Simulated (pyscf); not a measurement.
`[CH3][SnH3]` + `[CH3]` [doublet] → `[CH2][SnH3]` [doublet] + `[CH4]`, a hydrogen abstraction (doublet surface; C–H broken, C–H formed). Single points on ωB97X-D3(BJ)/def2-SVP structures (PySCF, gas phase). Energies in kcal/mol from the separated reactants.

Small-basis levels: PySCF, no dispersion term, spherical d functions. AM1 to PM7: differences of heats of formation from MOPAC, which are fitted to 298 K values and so differ in kind from electronic energies by zero-point and thermal terms. GFN2-xTB: tblite. Open shells are spin-unrestricted. 

```
level                    barrier  reaction energy
-----------------------  -------  ---------------
HF/6-31G*+LANL2DZ           28.4             -3.3
SVWN5/6-31G*+LANL2DZ        -1.6             -3.8
BP86/6-31G*+LANL2DZ          8.2             -3.8
PBE/6-31G*+LANL2DZ           7.1             -3.6
B3LYP/LANL2DZ               13.0             -3.4
B3LYP/6-31G*+LANL2DZ        12.3             -3.9
B3LYP/6-311+G**+LANL2DZ     13.6             -3.1
PBE/def2-SVP                 6.7             -3.2
B3LYP/def2-SVP              12.1             -3.2
GFN2-xTB                     0.9             -6.3
AM1                         14.9             -5.5
PM7                         20.5             -4.6
ωB97M-D3(BJ)/def2-TZVP      14.9             -2.4
```

Against the last row the barrier runs from -16.6 (SVWN5/6-31G*+LANL2DZ) to +13.4 kcal/mol (HF/6-31G*+LANL2DZ). At SVWN5/6-31G*+LANL2DZ this geometry lies under one side, so the entry may be no barrier of that level: it is a single point on another level's saddle. ωB97M-D3(BJ)/def2-TZVP has limits of its own. The same reactants have a lower exit, to H₃C–SnH₂• + CH₄ (barrier +3.3 kcal/mol at ωB97M-D3(BJ)/def2-TZVP, against +14.9 kcal/mol here). •H₂C–SnH₃ lies 30.6 kcal/mol over its isomer H₃C–SnH₂• (electronic energy, ωB97M-D3(BJ)/def2-TZVP). One saddle was located; it need not be the lowest between these sides. The angle at the transferred H is 179°. In the def2 sets elements past Kr carry core potentials, without spin-orbit coupling.
